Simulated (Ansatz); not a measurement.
The inner images of a band of BFH₅N (8 atoms, charge 0, multiplicity 1) are given out of order.

Level of theory: RKS PBE0-D4/def2-SVP (Ansatz).

First end point:

```xyz
8
Properties=species:S:1:pos:R:3
B 0.032 -0.136 0.172
F 0.220 0.662 1.296
H 0.974 -0.135 -0.618
H -1.080 -0.042 -0.342
N 0.043 -1.673 0.792
H -0.133 -2.364 0.062
H 0.945 -1.882 1.225
H -0.678 -1.769 1.509
```

Last end point:

```xyz
8
Properties=species:S:1:pos:R:3
B 0.105 -0.568 -0.374
F -0.397 0.181 2.373
H 1.104 0.083 -0.547
H -0.966 -0.259 -0.833
N 0.189 -1.731 0.409
H -0.583 -2.382 0.503
H 1.074 -2.108 0.732
H -0.201 -0.556 1.834
```

Q: Put them in order from the first end to the last, with their energies above the first end.
A.
```xyz
8
Properties=species:S:1:pos:R:3
B 0.026 -0.135 0.157
F -0.128 0.639 1.306
H 1.107 0.007 -0.405
H -0.956 -0.140 -0.581
N 0.071 -1.689 0.784
H -0.491 -2.348 0.247
H 1.019 -2.056 0.866
H -0.324 -1.617 1.724
```
B.
```xyz
8
Properties=species:S:1:pos:R:3
B 0.034 -0.136 0.166
F 0.049 0.657 1.310
H 1.054 -0.066 -0.515
H -1.021 -0.096 -0.464
N 0.056 -1.680 0.788
H -0.327 -2.359 0.131
H 0.998 -1.975 1.050
H -0.520 -1.685 1.632
```
C.
```xyz
8
Properties=species:S:1:pos:R:3
B 0.048 -0.397 -0.011
F -0.309 0.259 1.617
H 1.097 0.124 -0.304
H -0.959 -0.177 -0.637
N 0.140 -1.747 0.646
H -0.581 -2.429 0.431
H 1.052 -2.189 0.694
H -0.165 -0.784 1.663
```
D.
```xyz
8
Properties=species:S:1:pos:R:3
B 0.014 -0.153 0.139
F -0.294 0.549 1.318
H 1.131 0.087 -0.301
H -0.899 -0.170 -0.678
N 0.093 -1.700 0.761
H -0.612 -2.347 0.412
H 1.010 -2.143 0.714
H -0.119 -1.463 1.733
```
E.
```xyz
8
Properties=species:S:1:pos:R:3
B 0.091 -0.551 -0.272
F -0.371 0.287 2.137
H 1.089 0.107 -0.417
H -0.984 -0.218 -0.702
N 0.188 -1.777 0.416
H -0.578 -2.440 0.454
H 1.080 -2.179 0.681
H -0.191 -0.568 1.799
```
F.
```xyz
8
Properties=species:S:1:pos:R:3
B 0.020 -0.248 0.093
F -0.287 0.365 1.440
H 1.112 0.105 -0.309
H -0.936 -0.170 -0.653
N 0.111 -1.717 0.730
H -0.605 -2.391 0.459
H 1.025 -2.170 0.731
H -0.117 -1.114 1.607
```
G.
```xyz
8
Properties=species:S:1:pos:R:3
B 0.075 -0.500 -0.149
F -0.337 0.289 1.848
H 1.089 0.123 -0.332
H -0.980 -0.187 -0.638
N 0.169 -1.771 0.504
H -0.582 -2.448 0.440
H 1.071 -2.198 0.683
H -0.181 -0.649 1.742
```

A: B (+0.02 eV), A (+0.05 eV), D (+0.10 eV), F (+0.61 eV), C (+1.34 eV), G (+1.16 eV), E (+1.02 eV).

The run took 2.4 min on 1 thread of Arm Neoverse V1 (shared host), peak memory 0.12 GiB.
